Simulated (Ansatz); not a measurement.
Solid bromine was calculated with G0W0@PBEsol (hard PAW, contour deformation; Ansatz, a first-principles code).

The same calculation (at the measured cell, 34.235 Å³/atom) with different numerical settings; throughout: k mesh 2×2×2:

```tsv
run	response cutoff (eV)	empty bands	quasiparticle gap on the mesh (eV)	quasiparticle gap at Γ (eV)	rough time
1	70	335	3.032	3.132	2 core-min
2	105	615	3.070	3.163	6 core-min
3	140	946	3.068	3.155	10 core-min
4	175	1322	3.059	3.142	30 core-min
5	210	1738	3.053	3.134	80 core-min
```

In the column quasiparticle gap on the mesh (eV) the first row differs from the last by -0.021 and the next to last by +0.006.

The last row is no converged limit: other settings stay fixed.

Spin–orbit coupling is not included.
